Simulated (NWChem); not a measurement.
# Basis-set dependence for B (+1)

```
B
```
Charge +1, spin multiplicity 1.

All runs are NWChem calculations.

Hartree-Fock energies in Ha, correlation energies in mHa.

The correlated methods keep 1 core orbital frozen. The Pople sets run with spherical d functions. Coupled-cluster values serve here as a point of comparison, not as the truth.

```json
[
 {"basis": "cc-pVDZ", "functions": "14", "RHF": "-24.23456", "MP2": "-32.5", "SCS-MP2": "-39.0", "RI-MP2": "-32.5", "CCSD": "-58.5", "CR-CCSD[T]": "-58.5", "CR-CCSD(T)": "-58.5", "CCSDT": "-58.5"},
 {"basis": "6-311G**", "functions": "18", "RHF": "-24.23517", "MP2": "-34.4", "SCS-MP2": "-41.3", "RI-MP2": "not run", "CCSD": "-59.8", "CR-CCSD[T]": "-59.8", "CR-CCSD(T)": "-59.8", "CCSDT": "-59.8"},
 {"basis": "cc-pVTZ", "functions": "30", "RHF": "-24.23668", "MP2": "-35.9", "SCS-MP2": "-43.1", "RI-MP2": "-35.9", "CCSD": "-59.8", "CR-CCSD[T]": "-59.8", "CR-CCSD(T)": "-59.8", "CCSDT": "-59.8"},
 {"basis": "cc-pVQZ", "functions": "55", "RHF": "-24.23747", "MP2": "-38.0", "SCS-MP2": "-45.7", "RI-MP2": "-38.0", "CCSD": "-61.0", "CR-CCSD[T]": "-61.0", "CR-CCSD(T)": "-61.0", "CCSDT": "-61.0"}
]
```

From cc-pVTZ to cc-pVQZ the Hartree-Fock energy moves by -0.8 mHa and the MP2 correlation energy by -2.1 mHa, which is 6 % of its value in the larger set.
